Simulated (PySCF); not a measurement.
Atomic charges against the basis set

Compound: P2H4.
Numbering: `[PH2:1][PH2:2]` (hydrogens: H3, H4 on P1; H5, H6 on P2)

PBE0 throughout (PySCF), one geometry, spherical d and f functions. One conformer (not necessarily the lowest) at the PBE0-D3(BJ)/def2-SVP geometry, without solvent, vibrations or thermal averaging. Atoms taken as equivalent share a column and are averaged.

Mulliken charges (e):

| basis | functions | P1/P2 | H3/H4/H5/H6 |
| --- | --- | --- | --- |
| STO-3G | 22 | +0.166 | -0.083 |
| 6-31G | 34 | -0.039 | +0.020 |
| pcSseg-0 | 34 | -0.231 | +0.116 |
| 6-31G* | 44 | -0.103 | +0.051 |
| def2-SVP | 56 | -0.043 | +0.022 |
| cc-pVDZ | 56 | -0.082 | +0.041 |
| aug-cc-pVDZ | 90 | -0.792 | +0.396 |
| 6-311+G(2d,p) | 94 | -0.155 | +0.078 |
| def2-TZVP | 98 | -0.177 | +0.088 |
| cc-pVTZ | 124 | -0.092 | +0.046 |
| IGLO-III | 128 | +0.091 | -0.045 |
| pcSseg-3 | 284 | -0.007 | +0.004 |

IAO charges (e):

| basis | functions | P1/P2 | H3/H4/H5/H6 |
| --- | --- | --- | --- |
| STO-3G | 22 | +0.104 | -0.052 |
| 6-31G | 34 | -0.039 | +0.020 |
| pcSseg-0 | 34 | -0.061 | +0.030 |
| 6-31G* | 44 | +0.013 | -0.007 |
| def2-SVP | 56 | +0.013 | -0.006 |
| cc-pVDZ | 56 | +0.007 | -0.003 |
| aug-cc-pVDZ | 90 | 0.000 | 0.000 |
| 6-311+G(2d,p) | 94 | +0.015 | -0.008 |
| def2-TZVP | 98 | +0.017 | -0.008 |
| cc-pVTZ | 124 | +0.009 | -0.005 |
| IGLO-III | 128 | +0.018 | -0.009 |
| pcSseg-3 | 284 | +0.016 | -0.008 |

Hirshfeld charges (e):

| basis | functions | P1/P2 | H3/H4/H5/H6 |
| --- | --- | --- | --- |
| STO-3G | 22 | +0.096 | -0.048 |
| 6-31G | 34 | +0.011 | -0.006 |
| pcSseg-0 | 34 | +0.020 | -0.010 |
| 6-31G* | 44 | +0.013 | -0.006 |
| def2-SVP | 56 | +0.033 | -0.016 |
| cc-pVDZ | 56 | +0.029 | -0.014 |
| aug-cc-pVDZ | 90 | +0.028 | -0.014 |
| 6-311+G(2d,p) | 94 | +0.030 | -0.015 |
| def2-TZVP | 98 | +0.027 | -0.013 |
| cc-pVTZ | 124 | +0.028 | -0.014 |
| IGLO-III | 128 | +0.032 | -0.016 |
| pcSseg-3 | 284 | +0.029 | -0.014 |

ESP-fitted charges (e):

```csv
basis,functions,P1/P2,H3/H4/H5/H6
STO-3G,22,-0.155,+0.077
6-31G,34,-0.369,+0.184
pcSseg-0,34,-0.397,+0.198
6-31G*,44,-0.292,+0.146
def2-SVP,56,-0.262,+0.131
cc-pVDZ,56,-0.252,+0.126
aug-cc-pVDZ,90,-0.239,+0.120
"6-311+G(2d,p)",94,-0.246,+0.123
def2-TZVP,98,-0.237,+0.118
cc-pVTZ,124,-0.235,+0.118
IGLO-III,128,-0.218,+0.109
pcSseg-3,284,-0.231,+0.116
```

**Question.** Which scheme is steadiest as the basis changes?

**Answer.** Largest range over the bases for any column: Hirshfeld 0.09 e, IAO 0.16 e, ESP-fitted 0.24 e, Mulliken 0.96 e. Hirshfeld charges move least and Mulliken charges most, counted in e. Without the minimal STO-3G basis the ranges are Hirshfeld 0.02, IAO 0.08, ESP-fitted 0.18, Mulliken 0.88 e.

**Question.** How much do the charges still move between the two largest bases, IGLO-III and pcSseg-3?

**Answer.** At most, over all atoms: Mulliken 0.098 e, IAO 0.002 e, Hirshfeld 0.003 e, ESP-fitted 0.014 e.

**Question.** What do the same runs give for the total energy and the frontier levels?

**Answer.** 
| basis | energy (Eh) | HOMO (eV) | LUMO (eV) |
| --- | --- | --- | --- |
| STO-3G | -677.1110 | -3.73 | 5.04 |
| 6-31G | -684.7175 | -6.81 | -0.24 |
| pcSseg-0 | -683.9982 | -6.91 | -0.18 |
| 6-31G* | -684.7865 | -6.87 | -0.18 |
| def2-SVP | -684.6177 | -6.87 | 0.12 |
| cc-pVDZ | -684.8334 | -6.84 | 0.04 |
| aug-cc-pVDZ | -684.8375 | -6.92 | -0.49 |
| 6-311+G(2d,p) | -684.8541 | -6.94 | -0.48 |
| def2-TZVP | -684.8564 | -6.91 | -0.26 |
| cc-pVTZ | -684.8636 | -6.91 | -0.21 |
| IGLO-III | -684.8542 | -6.86 | -0.05 |
| pcSseg-3 | -684.8799 | -6.94 | -0.46 |
